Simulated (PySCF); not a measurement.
CN, SMILES [C]#N (connectivity only; charge and spin as stated), charge -1, multiplicity 1. Atoms are numbered in the order given.

```xyz
2

C      0.0000     0.0000    -0.6300
N      0.0000     0.0000     0.5400
```
Charge -1, spin multiplicity 1.

The structure is a stationary point at B3LYP-D3(BJ)/def2-TZVPD.

The numbers are results of PBE/def2-TZVPD (PySCF), not measurements.

ESP charges are fitted to the potential on shells at 1.4 to 2.0 van der Waals radii. Atomic charges (e):

| atom | ESP fit | meta-Löwdin |
|---|---|---|
| C1 | … | -0.51 |
| N2 | … | -0.49 |

Some entries are withheld; supply them. (The exact figures need the calculation; the answer reports its results.)


- C1, ESP fit: -0.58
- N2, ESP fit: -0.42
